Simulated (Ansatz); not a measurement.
Ansatz (a quantum-chemistry and plane-wave program) input (SVWN5/def2-TZVPD):

Ansatz 0.2 input:
```yaml
crystal:
  periodic: [false, false, false]
  atoms:
    - {symbol: C, position_ang: [0.00050689, -0.00132078, 0.55496514]}
    - {symbol: F, position_ang: [-0.01645668, 1.26857246, -0.12029224]}
    - {symbol: F, position_ang: [1.10642385, -0.61968926, -0.12581178]}
    - {symbol: F, position_ang: [-1.09030510, -0.64800268, -0.12387274]}
basis:
  gaussian:
    orbitals: def2-TZVPD
hamiltonian:
  xc: {name: SVWN5}
total_charge: -1
output: {forces: true}
```

End of the output:

```
integrals: 0.05 GiB planned
765 factors; their error is unknown
mean field: 0.48 GiB planned
mean field evaluation 1: about -9129.1611 eV, gradient 3.4e1 eV
mean field evaluation 2: about -9126.3774 eV, gradient 5.9e1 eV
mean field evaluation 4: about -9130.9102 eV, gradient 3.2e0 eV
mean field evaluation 8: about -9130.9264 eV, gradient 3.2e-2 eV
mean field evaluation 16: about -9130.9264 eV, gradient 3.8e-5 eV
mean field -9130.92643528 eV, -335.5553573324 hartree, gradient 3.8e-5 eV, S^2 0.000000; 0 other end points of the search recorded, 0 dependent functions left out
the calculation of the forces begins
reference -9130.92647082 eV, -335.5553586383 hartree; 17, 17 occupied and 140, 140 virtual orbitals, 765 factors
Total energy: -9130.92647082 eV, -335.5553586383 hartree
Atom 0 at     0.000507    -0.001321     0.554965 Å, force    -0.000736     0.001934    -0.805009 eV/Å
Atom 1 at    -0.016457     1.268572    -0.120292 Å, force     0.007066    -0.529960     0.267078 eV/Å
Atom 2 at     1.106424    -0.619689    -0.125812 Å, force    -0.461573     0.258105     0.269370 eV/Å
Atom 3 at    -1.090305    -0.648003    -0.123873 Å, force     0.455242     0.269921     0.268561 eV/Å
Dipole moment:    -0.000255     0.000666    -0.279484 e Å
```

It need not be the lowest isomer of its formula. Whether it binds its extra electron was not tested at this geometry.
